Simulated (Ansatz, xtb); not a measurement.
**Isomers of CH2FSi− in order of energy**

4 gas-phase structures of CH2FSi−, found in a search over its isomers (lower ones may exist). Each was relaxed with GFN2-xTB:

A. `C=[Si-]F`, a singlet
B. `[H]/[C-]=[SiH]/F`, a singlet
C. `F[C-]=[SiH2]`, a singlet
D. `[H]/[Si-]=C/F`, a singlet

Task: Which do you expect lowest at r2SCAN-D4/def2-SVPD, and how would the others follow?

Result: Calculated order at r2SCAN-D4/def2-SVPD: A (0.000), B (1.739), D (2.167), C (3.880) eV.

Energies above the lowest of each column, in eV; the last columns are at B3LYP-D3(BJ)/def2-SVPD geometries and were run for some of them only (a dash: not run or not comparable):

```csv
structure,GFN2-xTB,HF/STO-3G,r2SCAN-D4/def2-SVPD,B3LYP-D3(BJ)/def2-SVPD,CCSD(T)/def2-TZVPPD
A,0.000,0.000,0.000,0.000,0.000
B,0.119,2.786,1.739,1.882,1.715
D,1.616,0.602,2.167,2.221,2.327
C,1.472,2.853,3.880,–,–
```

Every level run on A puts it lowest or level with the lowest. Frequencies (B3LYP-D3(BJ)/def2-SVPD) were run for A, B, D alone. Large T1 diagnostics make some coupled-cluster values less sure.

Over these structures GFN2-xTB departs from r2SCAN-D4/def2-SVPD by 0.869 eV on average once a common shift is removed. A GFN2-xTB relaxation took about 0.046 s and the r2SCAN-D4/def2-SVPD energy about 1.1 s on a shared host (Ansatz 0.2.0, xtb 6.7.1).
